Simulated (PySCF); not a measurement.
Simulated P 2p region for `[PH4+]`, binding energy against the vacuum level.

Every computed line was given a Gaussian of 0.7 eV full width at half maximum and an area set by the number of equivalent atoms (split 2:1 within a doublet); the highest printed point is 100. Computed with delta-SCF UKS SCAN, pcX-2 on the ionised atom, pcseg-1 elsewhere, spin-free X2C (PySCF).

(binding energy (eV), intensity): (145.4, 0), (145.5, 1), (145.6, 3), (145.7, 7), (145.8, 14), (145.9, 25), (146.0, 42), (146.1, 61), (146.2, 81), (146.3, 95), (146.4, 100), (146.5, 95), (146.6, 82), (146.7, 66), (146.8, 52), (146.9, 45), (147.0, 44), (147.1, 47), (147.2, 50), (147.3, 51), (147.4, 46), (147.5, 38), (147.6, 28), (147.7, 18), (147.8, 11), (147.9, 6), (148.0, 3), (148.1, 1), (148.2, 0), (148.3, 0)

**Question.** Count the maxima, the lines and the sites behind this envelope.

**Answer.** The curve has 2 maxima (at 146.4 and 147.3 eV). Under it lie 2 lines from 1 inequivalent phosphorus site, drawn as a 2p3/2, 2p1/2 pair.

**Question.** Decompose the envelope and assign each component. Numbering: `[PH4+:1]`.

**Answer.** 
```csv
position (eV),relative area,line,atoms,environment
146.39,0.67,P 2p3/2,P1,phosphonium phosphorus
147.28,0.33,P 2p1/2,P1,phosphonium phosphorus
```

The curve has no shake-up lines and no vibrational structure. The 2p values aren't plain energy differences: one relaxed spin-free 2p hole is combined with a matrix within the shell (ground-state 2p orbital-energy differences and spin–orbit coupling). 2p3/2, the mean of its two sublevels, lies a third of the splitting below the shell's mean and 2p1/2 two thirds above it; the statistical areas are 2:1. 2p1/2 minus 2p3/2 (ligand field included): P 0.89 eV. The species carries charge +1, so core ionisation leaves charge +2. Geometry: GFN2-xTB; no solvent, vibrations or thermal averaging.

On one thread, x86-64 server, on a shared host, this took 1.6 s wall.
